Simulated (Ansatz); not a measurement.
Cl₂F₂, singlet: a pair in one relaxed arrangement.

The input file, in.yaml:

```yaml
crystal:
  periodic: [false, false, false]
  atoms:
    - {symbol: F, position_ang: [-0.349808, -0.601661, -1.694244]}
    - {symbol: F, position_ang: [0.568742, 0.422197, -1.690009]}
    - {symbol: Cl, position_ang: [0.609265, -0.587588, 1.774177]}
    - {symbol: Cl, position_ang: [-0.828200, 0.766952, 1.610076]}
basis:
  gaussian: {orbitals: "def2-TZVPPD.json"}
hamiltonian: {xc: {name: wB97X-V}}
```

The basis file named in the input lies beside it (Basis Set Exchange, JSON).

Command:

```bash
ansatz run in.yaml --threads 2 --pin off --events-out ev --progress --plain --max-ram 5222MiB
```

The run's output (Ansatz 0.2.0):

```
Functional definition: wB97X-V
  name "wB97X-V"
  cite "Mardirossian & Head-Gordon, Phys. Chem. Chem. Phys. 16, 9904 (2014) doi:10.1039/C3CP54374A"
  cite "Becke, J. Chem. Phys. 107, 8554 (1997) doi:10.1063/1.475007"
  cite "Vydrov & Van Voorhis, J. Chem. Phys. 133, 244103 (2010) doi:10.1063/1.3521275"
  parameter omega = 0.3/bohr
  parameter cx = 0.167
  parameter cx1 = 0.603
  parameter cx2 = 1.194
  parameter css0 = 0.556
  parameter css1 = -0.257
  parameter cos0 = 1.219
  parameter cos1 = -1.850
  parameter b = 6.0
  parameter c = 0.01
  exchange = spin_sum(e_x_unif_sr(omega)*poly(b97_u_x, 1 - cx, cx1, cx2)) + cx*exact_x_sr(omega) + exact_x_lr(omega)
  correlation = spin_sum(e_c_pw_same_spin*poly(b97_u_same, css0, css1))
      + integral(e_c_pw_opposite_spin*poly(b97_u_opposite, cos0, cos1)) + vv10(b, c)
1048 factors; their error is unknown
214 factors; integrals over basis functions are off by at most 4.0e-5 eV
mean field evaluation 1: about -30469.9796 eV, gradient 2.4e1 eV
mean field evaluation 2: about -30470.6586 eV, gradient 1.2e1 eV
mean field evaluation 4: about -30470.8436 eV, gradient 5.4e-1 eV
mean field evaluation 8: about -30470.9004 eV, gradient 7.2e-3 eV
mean field -30470.90035416 eV, -1119.7849340972 hartree, gradient 1.3e-5 eV, S^2 0.000000; 0 other end points of the search recorded, 0 dependent functions left out
reference -30470.90035079 eV, -1119.7849339736 hartree; 26, 26 occupied and 156, 156 virtual orbitals, 1048 factors
Total energy: -30470.90035079 eV, -1119.7849339736 hartree
```

Hardware: 2 CPU threads, shared host. Wall time about 6.5 s.
